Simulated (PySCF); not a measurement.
C3H3NO, SMILES c1cocn1, point group Cs.

Level: B3LYP/pcSseg-1 in PySCF (density fitting, grid level 2); geometry and Hessian at that level, cubic constants and property derivatives from steps of ±0.6 along each species' dimensionless normal coordinates, second-order vibrational perturbation theory. The parent has the commonest isotopes.

Equilibrium geometry (Å):

```csv
atom,x,y,z
C1,-0.7369,0.7154,-0.0036
C2,-0.7895,-0.6367,-0.0133
O3,0.4974,-1.1043,-0.0227
C4,1.2616,0.0166,-0.0181
N5,0.5928,1.1197,-0.0069
H6,-1.5488,1.4296,0.0054
H7,-1.5741,-1.3774,-0.0150
H8,2.3336,-0.1252,-0.0242
```

(1) How much do zero-point and thermal motion change the parent's shieldings?

(2) And the bond lengths, in the parent and with ²H at 7?

(3) What are the dipole moments?

The study (236 SCF points, 100 basis functions) took 23 min on 1 thread of Intel Xeon 6975P-C, shared host (rough), peak memory 0.54 GiB, launched as `OMP_NUM_THREADS=1 python ens_run.py task.json out`.

Answers

(1) 
```json
{"atom": "C1", "σe (ppm)": "45.34", "anharmonic part, 0 K": "-1.48", "harmonic part, 0 K": "-2.40", "Δσ at 0 K": "-3.88", "Δσ at 100 K": "-3.90", "Δσ at 350 K": "-4.11"}
{"atom": "C2", "σe (ppm)": "34.48", "anharmonic part, 0 K": "-1.87", "harmonic part, 0 K": "-2.70", "Δσ at 0 K": "-4.58", "Δσ at 100 K": "-4.60", "Δσ at 350 K": "-4.81"}
{"atom": "O3", "σe (ppm)": "-5.99", "anharmonic part, 0 K": "-5.42", "harmonic part, 0 K": "-8.00", "Δσ at 0 K": "-13.42", "Δσ at 100 K": "-13.48", "Δσ at 350 K": "-14.07"}
{"atom": "C4", "σe (ppm)": "22.49", "anharmonic part, 0 K": "-1.80", "harmonic part, 0 K": "-1.93", "Δσ at 0 K": "-3.72", "Δσ at 100 K": "-3.74", "Δσ at 350 K": "-3.95"}
{"atom": "N5", "σe (ppm)": "-41.82", "anharmonic part, 0 K": "-3.65", "harmonic part, 0 K": "-5.53", "Δσ at 0 K": "-9.18", "Δσ at 100 K": "-9.22", "Δσ at 350 K": "-9.72"}
{"atom": "H6", "σe (ppm)": "24.27", "anharmonic part, 0 K": "-0.12", "harmonic part, 0 K": "-0.32", "Δσ at 0 K": "-0.44", "Δσ at 100 K": "-0.44", "Δσ at 350 K": "-0.45"}
{"atom": "H7", "σe (ppm)": "23.90", "anharmonic part, 0 K": "-0.12", "harmonic part, 0 K": "-0.32", "Δσ at 0 K": "-0.44", "Δσ at 100 K": "-0.44", "Δσ at 350 K": "-0.45"}
{"atom": "H8", "σe (ppm)": "23.87", "anharmonic part, 0 K": "-0.14", "harmonic part, 0 K": "-0.35", "Δσ at 0 K": "-0.49", "Δσ at 100 K": "-0.49", "Δσ at 350 K": "-0.50"}
```

(2) 
| bond | re (Å) | ⟨r⟩ at 0 K | between mean positions | ⟨r⟩, labelled |
| --- | --- | --- | --- | --- |
| C1–C2 | 1.3532 | 1.3605 | 1.3585 | 1.3603 |
| C2–O3 | 1.3692 | 1.3775 | 1.3758 | 1.3771 |
| O3–C4 | 1.3566 | 1.3662 | 1.3646 | 1.3663 |
| C4–N5 | 1.2900 | 1.2961 | 1.2942 | 1.2961 |
| N5–C1 | 1.3898 | 1.3975 | 1.3958 | 1.3976 |
| C1–H6 | 1.0814 | 1.1015 | 1.0851 | 1.1015 |
| C2–H7 | 1.0790 | 1.0990 | 1.0815 | 1.0936 |
| C4–H8 | 1.0813 | 1.1015 | 1.0849 | 1.1015 |

(3) 1.561 D at equilibrium; averaged at 0 K: parent 1.520 D; ²H at 7 1.528 D; ¹³C at 2 1.520 D; ¹³C at 1, ²H at 7 1.528 D; ²H at 8 1.518 D. Measured: 1.503 D (NIST CCCBDB Release 22 (SRD 101), experimental dipoles).
